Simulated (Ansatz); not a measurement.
# How far each method lies from RCCSDTQ for CH₂O, singlet

Geometry: MP2(full)/6-31G*, from the G2/97 set.

| atom | x (Å) | y (Å) | z (Å) |
| --- | --- | --- | --- |
| O | 0.0000 | 0.0000 | 0.6094 |
| C | 0.0000 | 0.0000 | -0.6107 |
| H | 0.0000 | 0.9344 | -1.1982 |
| H | 0.0000 | -0.9344 | -1.1982 |

Basis cc-pVDZ; Ansatz 0.2.0. Correlated methods freeze the noble-gas cores, which leaves 12 electrons in 36 orbitals. Prefix R: restricted or restricted open-shell reference. Active spaces: valence = (12e, 10o) chosen from the atoms' valence shells.

Full CI isn't at hand for all of this; RCCSDTQ serves as the reference, and is uncertain by about the last step of the cluster series.

- UHF ⟨S²⟩: 0.000
- T1 diagnostic (RCCSD): 0.0167
- largest doubles amplitude (RCCSD): 0.130

```tsv
level	E − E(RCCSDTQ) (kJ/mol)	share of correlation (%)	wall time
RHF	907.1	0.00	–
RMP2	71.2	92.16	–
CISD	95.3	89.50	1.1 s
RCCSD	30.4	96.65	–
RCCSD(T)	3.7	99.59	0.33 s
BCCD(T)	3.7	99.59	0.5 s
RCCSDT	2.5	99.73	–
CISDTQ	5.8	99.36	2.2 min (H100)
RCCSDT(Q)	-0.4	100.04	3.9 s
CASSCF (valence space)	553.3	39.00	–
NEVPT2 (valence space)	96.9	89.31	5 s
MRCISD (valence space)	30.6	96.63	–
MRCISD+Q (valence space)	2.1	99.77	7.5 s
```

The correlation energy at RCCSDTQ, counted from RHF, is -9.402 eV. That run took 21 s on 2 threads of AMD EPYC 7R13 with a shared H100 80 GB, shared host.

Times hold each run's SCF and search for its determinant on a shared host, so for small cases they say little of a method's own cost; rows without a card ran on 1 thread of AMD EPYC 7R13.

Natural occupations of CASSCF (valence space) about the gap: 1.989 1.988 1.980 1.975 1.934 0.069 0.026 0.024 0.017; effectively unpaired electrons, Σ n²(2−n)², 0.04.

Atomization energy (electronic, same basis, no zero-point term; atoms at the same level, unrestricted beside the R rows where the molecule is a closed shell, with restricted open-shell steps beyond CCSDT(Q)) at RCCSDTQ: 1446.0 kJ/mol. Errors of other levels:

```tsv
level	error (kJ/mol)
RHF	-402.7
RMP2	29.6
CISD	-83.2
RCCSD	-24.6
RCCSD(T)	-2.4
BCCD(T)	-2.2
RCCSDT	-2.2
CISDTQ	-5.4
RCCSDT(Q)	0.4
CASSCF (valence space)	-74.7
NEVPT2 (valence space)	5.2
MRCISD (valence space)	-20.8
MRCISD+Q (valence space)	-6.4
```

This basis is far from its limit, so the value isn't to be set against a measured one. Truncated CI isn't size-consistent, which counts against it in atomization.
